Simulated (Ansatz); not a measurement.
Input for Ansatz (an electronic-structure program): R-B3LYP/def2-TZVPPD on C2H4 (SMILES C=C) with ghost functions. Files ending in .json are basis or fitting sets from the Basis Set Exchange.

Ansatz 0.2 input:
```yaml
crystal:
  periodic: [false, false, false]
  atoms:
    - {symbol: H, position_ang: [0.92444510, -1.23172221, -1.90619313]}
    - {symbol: H, position_ang: [-0.92444510, -1.23172221, -1.90619313]}
    - {symbol: H, position_ang: [-0.92444510, 1.23172221, -1.90619313]}
    - {symbol: H, position_ang: [0.92444510, 1.23172221, -1.90619313]}
    - {symbol: C, position_ang: [0.00000000, 0.66728778, -1.90556520]}
    - {symbol: C, position_ang: [0.00000000, -0.66728778, -1.90556520]}
basis:
  gaussian:
    orbitals: def2-TZVPPD.json
    ghost_atoms:
      - {symbol: H, position_ang: [-0.00000000, 1.23344948, 2.82931792]}
      - {symbol: H, position_ang: [0.00000000, 1.22547148, 0.97776199]}
      - {symbol: H, position_ang: [-0.00000000, -1.22547148, 0.97776199]}
      - {symbol: H, position_ang: [-0.00000000, -1.23344948, 2.82931792]}
      - {symbol: C, position_ang: [-0.00000000, -0.66711698, 1.90601042]}
      - {symbol: C, position_ang: [-0.00000000, 0.66711698, 1.90601042]}
hamiltonian:
  xc: {name: B3LYP}
scf: {lower_state_search: off}
```

Output:

```
WARN ansatz: RAYON_NUM_THREADS=2 ignored (pool sized by the plan → 2); use --threads N
Functional definition: B3LYP
these checks for a lower state are left out or cut short: stability, starts, cluster_reference, orbital_swaps, neighbouring_geometries, increment
integrals: 0.15 GiB planned
1104 factors; their error is unknown
mean field: 1.61 GiB planned
mean field evaluation 1: about -2133.6722 eV, gradient 4.9e1 eV
mean field evaluation 2: about -2130.7614 eV, gradient 5.8e1 eV
mean field evaluation 4: about -2139.5179 eV, gradient 3.8e-1 eV
mean field evaluation 8: about -2139.5083 eV, gradient 3.3e-3 eV
mean field evaluation 16: about -2139.5083 eV, gradient 1.8e-6 eV
mean field -2139.50834261 eV, -78.6254813801 hartree, gradient 1.8e-6 eV, S^2 0.000000; 0 other end points of the search recorded, 0 dependent functions left out
reference -2139.50856743 eV, -78.6254896419 hartree; 8, 8 occupied and 276, 276 virtual orbitals, 1104 factors
Total energy: -2139.50856743 eV, -78.6254896419 hartree
Checks for a lower state left out: stability, starts, cluster_reference, orbital_swaps, neighbouring_geometries, increment
```

The calculation finished and met its thresholds.

Cost: roughly 4 core-seconds.
